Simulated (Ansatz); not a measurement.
```yaml
crystal:
  periodic: [false, false, false]
  atoms:
    - {symbol: Mg, position_ang: [-1.101778, -0.034163, 0.674452]}
    - {symbol: S, position_ang: [1.053169, -0.645595, 0.449709]}
    - {symbol: S, position_ang: [0.048609, 0.679758, -1.124162]}
basis:
  gaussian: {orbitals: def2-TZVP, initial_orbitals: start.molden}
hamiltonian: {xc: pbe}
correlation: {method: rpa}
scf: {omitted_lower_state_checks: [starts]}
```

The file start.molden holds the orbitals of an earlier run on this structure, at another level or in another basis.

```sh
$ ansatz run in.yaml --threads 4 --pin off --events-out ev --progress --plain --max-ram 3916MiB
```

Output, abridged:

```
Functional definition: PBE
717 factors; integrals over basis functions are off by at most 1.0e-3 eV
mean field evaluation 1: about -27103.3492 eV, gradient 1.1e1 eV
mean field evaluation 2: about -27103.4279 eV, gradient 1.3e-1 eV
mean field evaluation 4: about -27103.4223 eV, gradient 5.9e-4 eV
mean field evaluation 8: about -27103.4223 eV, gradient 2.1e-6 eV
mean field evaluation 16: about -27103.4223 eV, gradient 5.0e-2 eV
mean field -27103.42237094 eV, -996.0324007725 hartree, gradient 5.1e-8 eV, S^2 0.000000; 1 other end points of the search recorded, 0 dependent functions left out; unrestricted orbitals would lower it
mean field evaluation 32: about -27066.9502 eV, gradient 7.2e-1 eV
11 core orbitals not correlated: weight in the atoms' cores, before any rotation towards them, 1.000 or more for the frozen orbitals, at most 0.000 for the correlated occupied ones
reference -27065.94855077 eV, -994.6552632821 hartree; 11, 11 occupied and 84, 84 virtual orbitals, 717 factors
Error: the energy between an occupied orbital and the lowest state that it is excited into in its spin channel is -0.0659 eV and must be positive: a state without a gap has no random-phase energy
```

(1) Can the result of this run be used?

## Answers

(1) No. The run stopped with an error. The reference has no gap: an occupied orbital lies above an empty one, and the correlation energy can't be formed.
